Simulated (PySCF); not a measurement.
Compound: protonated cyanoacetylene cation, C₃H₂N (charge +1).
Structure used (PBE0-D3(BJ)/def2-SVP), in Å, numbered top down from 1:
```
atom  x, y, z in Å
C1     1.3837    0.8295   -0.8204
C2     0.4865    0.2766   -0.2122
C3    -0.5118   -0.3374    0.4647
N4    -1.3620   -0.8602    1.0407
H5     2.1836    1.3218   -1.3633
H6    -2.1105   -1.3223    1.5511
```

The closed-shell ground state was solved at several levels (PySCF, density fitting, gas phase, non-relativistic).

| level | basis functions | HOMO (eV) | LUMO (eV) | gap (eV) |
| --- | --- | --- | --- | --- |
| KT2/pcJ-1 | 128 | -14.08 | -9.27 | 4.81 |
| BHandHLYP/pcJ-1 | 128 | -16.24 | -7.22 | 9.02 |
| B3LYP/cc-pVTZ | 148 | -14.93 | -8.52 | 6.41 |
| B3LYP/6-31G* | 60 | -14.77 | -8.34 | 6.43 |
| B3LYP/pcJ-0 | 58 | -15.35 | -8.75 | 6.60 |
| B3LYP/def2-TZVP | 136 | -14.93 | -8.52 | 6.41 |
| B3LYP/pcJ-1 | 128 | -15.01 | -8.57 | 6.44 |
| B3LYP/aug-cc-pVTZ-J | 224 | -14.94 | -8.55 | 6.39 |
| B3LYP/pcJ-2 | 252 | -14.94 | -8.54 | 6.40 |
| PBE0/pcSseg-1 | 78 | -15.25 | -8.36 | 6.89 |
| B97-2/pcJ-1 | 128 | -15.00 | -8.42 | 6.58 |

Question: Estimate the row for CAM-B3LYP/def2-SVPD, a basis of 96 functions; the other rows only guide the guess.

Answer: HOMO -16.50 eV, LUMO -7.20 eV, gap 9.30 eV.

Question: Over all these levels, which gives the widest orbital gap and which the narrowest?

Answer: CAM-B3LYP/def2-SVPD (range-separated hybrid) has the widest, 9.30 eV, and KT2/pcJ-1 (GGA) the narrowest, 4.81 eV. Functional and basis both differ between the two, so the spread mixes both effects.

Question: How much does the basis alone move the frontier levels among the 7 B3LYP rows?

Answer: The HOMO by 0.58 eV and the LUMO by 0.41 eV. By rising basis size (HOMO, LUMO in eV): pcJ-0 -15.35, -8.75; 6-31G* -14.77, -8.34; pcJ-1 -15.01, -8.57; def2-TZVP -14.93, -8.52; cc-pVTZ -14.93, -8.52; aug-cc-pVTZ-J -14.94, -8.55; pcJ-2 -14.94, -8.54.

Question: In the pcJ-1 basis, how does the gap go with the fixed share of exact exchange?

Answer: KT2 (0 %) 4.81 eV; B3LYP (20 %) 6.44 eV; B97-2 (21 %) 6.58 eV; BHandHLYP (50 %) 9.02 eV. Each rise in the share widens the gap here.
